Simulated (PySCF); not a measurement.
**Electronic absorption of vinylene carbonate**

Vinylene carbonate, C3H2O3.
SMILES: `O=C1OC=CO1`

Computed with TDDFT wB97X-D/def2-SVPD, vertical, gas phase, core orbitals frozen in the response in PySCF 2.14.0, density-fitted response routines. Isolated species at its GFN2-xTB geometry, gas phase.

Problem. Predict the UV-vis stick spectrum at this level.

Solution. 

```json
{"state": "S1", "E (eV)": "6.82", "E (kJ/mol)": "658", "λ (nm)": "181.7", "f": "0.139", "|μ| (D)": "2.32", "symmetry": "B1 or B2", "main configurations (H = HOMO, L = LUMO)": "H→L (96%)"}
{"state": "S2", "E (eV)": "6.93", "E (kJ/mol)": "669", "λ (nm)": "178.9", "f": "0.026", "|μ| (D)": "1.00", "symmetry": "B1 or B2", "main configurations (H = HOMO, L = LUMO)": "H→L+1 (87%)"}
{"state": "S3", "E (eV)": "7.19", "E (kJ/mol)": "694", "λ (nm)": "172.5", "f": "0.0000", "|μ| (D)": "0.01", "symmetry": "–", "main configurations (H = HOMO, L = LUMO)": "H-1→L+2 (99%)"}
{"state": "S4", "E (eV)": "7.26", "E (kJ/mol)": "701", "λ (nm)": "170.7", "f": "0.173", "|μ| (D)": "2.50", "symmetry": "A1", "main configurations (H = HOMO, L = LUMO)": "H→L+2 (98%)"}
{"state": "S5", "E (eV)": "7.56", "E (kJ/mol)": "730", "λ (nm)": "163.9", "f": "0.013", "|μ| (D)": "0.66", "symmetry": "B1 or B2", "main configurations (H = HOMO, L = LUMO)": "H→L+3 (84%)"}
{"state": "S6", "E (eV)": "8.29", "E (kJ/mol)": "800", "λ (nm)": "149.6", "f": "0.0000", "|μ| (D)": "0.00", "symmetry": "–", "main configurations (H = HOMO, L = LUMO)": "H→L+4 (97%)"}
{"state": "S7", "E (eV)": "8.42", "E (kJ/mol)": "812", "λ (nm)": "147.3", "f": "0.0001", "|μ| (D)": "0.05", "symmetry": "–", "main configurations (H = HOMO, L = LUMO)": "H-1→L (93%)"}
{"state": "S8", "E (eV)": "8.56", "E (kJ/mol)": "826", "λ (nm)": "144.9", "f": "0.011", "|μ| (D)": "0.59", "symmetry": "B1 or B2", "main configurations (H = HOMO, L = LUMO)": "H→L+5 (71%), H→L+11 (9%)"}
```

Triplets, Tamm–Dancoff:

```csv
state,E (eV),λ (nm),"main configurations (H = HOMO, L = LUMO)"
T1,4.33,286.4,H→L (93%)
T2,5.85,211.9,H→L+2 (91%)
T3,6.76,183.3,H-1→L+2 (98%)
```

The lowest singlet lies at 6.82 eV (182 nm, vacuum ultraviolet) and is of moderate strength; its leading configuration is HOMO→LUMO (96%). The strongest level in the table is S4 at 7.26 eV (171 nm, f = 0.173). Löwdin shares by element: HOMO carbon 50% or more, oxygen 30% or more (atoms not listed hold the other 20%); LUMO carbon 68% or more, oxygen 18% or more. The listed states span 1.73 eV, and the widest gap between neighbours is 0.72 eV (S5 to S6). The oscillator strengths of these states sum to 0.362; summed over the whole spectrum of an exact calculation they would give the number of electrons, 44 (Thomas–Reiche–Kuhn). Orbital energies (eV): HOMO-3 -13.79, HOMO-2 -12.99, HOMO-1 -11.12, HOMO -9.38, LUMO 1.57, LUMO+1 1.96, LUMO+2 2.43. Symmetry labels in C2v follow from the direction of the transition dipole and are given only for states with f of 0.002 or more; B1 and B2 swap with the choice of axes. Only the lowest 8 singlets were computed, as vertical energies without vibronic structure.

On an Arm Neoverse V2 with one thread, no GPU, shared host, this took 12 s.
